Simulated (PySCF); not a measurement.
**Broadened absorption spectrum of C5H13P**

Compound: C5H13P.
Z-matrix (Å and degrees, GFN2-xTB geometry), rows numbered from 1:
```
C 
C   1  1.5234
C   2  1.5257  1  111.81
P   3  1.8626  2  110.84  1   179.71
C   4  1.8648  3   98.51  2   167.44
C   5  1.5232  4  111.06  3  -167.36
H   1  1.0875  2  110.47  3   178.92
H   1  1.0880  2  110.57  3   -61.01
H   1  1.0882  2  110.53  3    58.98
H   2  1.0923  1  109.63  3   121.22
H   2  1.0933  1  109.50  3  -121.14
H   3  1.0948  2  109.84  1    61.00
H   3  1.0941  2  110.38  1   -58.03
H   4  1.4040  3   95.06  2    71.58
H   5  1.0944  4  107.35  3    72.51
H   5  1.0936  4  109.87  3   -44.64
H   6  1.0885  5  110.54  4    62.40
H   6  1.0886  5  110.63  4  -177.40
H   6  1.0880  5  110.42  4   -57.22
```

Method used: TDDFT PBE0/def2-SVPD, vertical, gas phase, core orbitals frozen in the response in PySCF.

Computed states:

| state | E (eV) | f |
| --- | --- | --- |
| S1 | 6.13 | 0.032 |
| S2 | 6.29 | 0.099 |
| S3 | 7.08 | 0.068 |
| S4 | 7.23 | 0.018 |
| S5 | 7.41 | 0.013 |
| S6 | 7.62 | 0.089 |
| S7 | 7.74 | 0.012 |
| S8 | 7.94 | 0.013 |

Broadening: Gaussians 0.4 eV wide at half height, area fixed by f = 4.319×10⁻⁹ ∫ε dν̃. The width is an assumption, not a result. The curve ends short of the highest state used, and states not computed would add to its high-energy end.

Task: What does the envelope look like, and where are its maxima?

Result: 
```csv
E (eV),ε (L mol⁻¹ cm⁻¹)
5.53,5
5.61,23
5.69,89
5.76,253
5.84,697
5.92,1604
6.00,3105
6.08,5077
6.16,7000
6.24,8088
6.32,7760
6.39,6381
6.47,4227
6.55,2301
6.63,1121
6.71,778
6.79,1198
6.87,2278
6.95,3751
7.02,4947
7.10,5696
7.18,5607
7.26,5074
7.34,4803
```

Maxima: 198 nm (6.26 eV), ε about 8100, made up of S1 (19%) and S2 (81%); 174 nm (7.13 eV), ε about 5800, made up of S3 (76%) and S4 (18%) (ε in L mol⁻¹ cm⁻¹; maxima over ε = 5, shares over 10%). At its high-energy end, 7.34 eV, the curve is still rising (ε about 4800, from S3, S4, S5 and S6).

Task: Coming from long wavelengths, where does ε first pass 100 L mol⁻¹ cm⁻¹?

Result: At about 218 nm (5.70 eV), 0.43 eV below S1.

Task: Does any computed singlet lie in the visible range?

Result: No computed singlet lies in the visible range (380 to 750 nm); the lowest, at 202 nm, stands 2.87 eV above its violet end (3.26 eV).

Task: On this curve, what absorbance would a 10⁻⁵ mol/L sample give at 222 nm over a 1 cm path?

Result: 222 nm is 5.585 eV, where ε is about 14 L mol⁻¹ cm⁻¹, so A = ε c l ≈ 0.00014 (Beer–Lambert, with the gas-phase spectrum and the assumed width).

Rough CPU time on one thread of a shared machine: about 90 s.

One conformer stands for the species.
